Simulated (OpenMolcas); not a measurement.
# A ladder of methods for BHCl (SMILES [BH]Cl)

BHCl: 3 atoms, total charge 0, spin state doublet. As SMILES, `[BH]Cl`. Geometry: relaxed at GFN2-xTB.

```xyz
3

B     0.0655   -0.4734   -0.0225
Cl    0.9007    0.8287    0.5852
H    -0.9662   -0.3553   -0.5627
```

Each level gives the energy change with the B1–H3 bond stretched from 1.171 to 2.048 Å (eV). The values are calculated.

```tsv
level	kind	program	value (eV)	less FCI/STO-3G	CPU time (all runs)
ROHF/STO-3G	Hartree–Fock	OpenMolcas	4.38	+1.11	4.7 s
USVWN5/STO-3G	LDA	OpenMolcas	3.57	+0.30	6.9 s
UPBE/STO-3G	GGA	OpenMolcas	3.38	+0.11	8 s
U-r2SCAN/STO-3G	meta-GGA	OpenMolcas	3.55	+0.28	11 s
UB3LYP/STO-3G	global hybrid	OpenMolcas	3.53	+0.26	9.1 s
CASSCF(3,3)/STO-3G	multireference	OpenMolcas	3.22	-0.05	3.4 s
ROCCSD(T)/STO-3G	coupled cluster or CI	OpenMolcas	3.33	+0.06	5 s
FCI/STO-3G	exact in the basis	OpenMolcas	3.27	0.00	4.8 s
```

FCI/STO-3G is exact within its basis and frozen core, so for wave-function methods in that basis the difference is their error; functionals converge differently with the basis, so for them it is only a difference. The first shape isn't each level's own minimum. The values span 3.22 to 4.38 eV. Spin contamination of the reference (⟨S²⟩ at least 0.1 too high) touches U-r2SCAN/STO-3G. All rows use very small basis sets, so even the best lies far from the true value. Times are those of the runs behind each value, whatever else they computed, on shared processors of several kinds: orders of magnitude only.
